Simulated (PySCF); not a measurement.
# How good is the calculation?

Geometry:
```tsv
atom	x (Å)	y (Å)	z (Å)
C1	0.303	0.841	-0.616
C2	1.040	-0.239	0.190
C3	-0.310	-0.755	0.712
C4	-1.033	0.154	-0.294
H5	0.389	1.833	-0.176
H6	0.562	0.902	-1.672
H7	1.558	-0.961	-0.439
H8	1.732	0.124	0.948
H9	-0.486	-1.823	0.596
H10	-0.500	-0.481	1.747
H11	-1.445	-0.391	-1.141
H12	-1.808	0.796	0.119
```

The experiment to reproduce: δ 1H H5/H6/H7/H8/H9/H10/H11/H12 1.96 ppm (measured; solution, not stated in the table (CDCl3 in this author's series); The use of chemical shift calculations in the conformational analysis of substituted benzenes, New J. Chem. 2019 (ESI)). Coupling constants: 1J(C1,H5) 133.6 Hz, 1J(C1,C2) 28.3 Hz.

Computed data (PySCF): J couplings at B3LYP/pcJ-1 (without the spin–dipole term), PBE0/pcSseg-1 with gauge-including orbitals, geometry: GFN2-xTB. One computed conformer, non-relativistic Hamiltonian, in vacuum, rapidly exchanging positions averaged.

What does the calculation give, and how does it compare?

Answers


Reference values: measured (solution, not stated in the table (CDCl3 in this author's series); The use of chemical shift calculations in the conformational analysis of substituted benzenes, New J. Chem. 2019 (ESI)).
| atoms | quantity | reference | computed | computed, scaled |
| --- | --- | --- | --- | --- |
| H5/H6/H7/H8/H9/H10/H11/H12 | δ 1H | 1.96 | 2.10 | 2.07 |

Computed shifts are σ(ref) − σ with the named reference compound (TMS for H and C) calculated as an isolated molecule at the same level. The measured values may be among those fitted. Empirical linear scaling, fitted to shifts measured mostly in CDCl3 for H and C (δ vs TMS): 1H: δ = 30.01 − 0.943σ (rms 0.17 ppm, 504 shifts, 0.18 ppm with the 4 outliers that the fit left out). A few per cent of atoms miss by over 2 rms, more outside the fitted compound classes.

Coupling constants in Hz:
```tsv
coupling	reference	computed	source
1J(C1,H5)	133.6	138.6	measured; liquid or solution (compiled); Cremer, Kraka, Wu, Luettke, ChemPhysChem 2004, 5, 349
1J(C1,C2)	28.3	29.2	measured; liquid or solution (compiled); Cremer, Kraka, Wu, Luettke, ChemPhysChem 2004, 5, 349
```
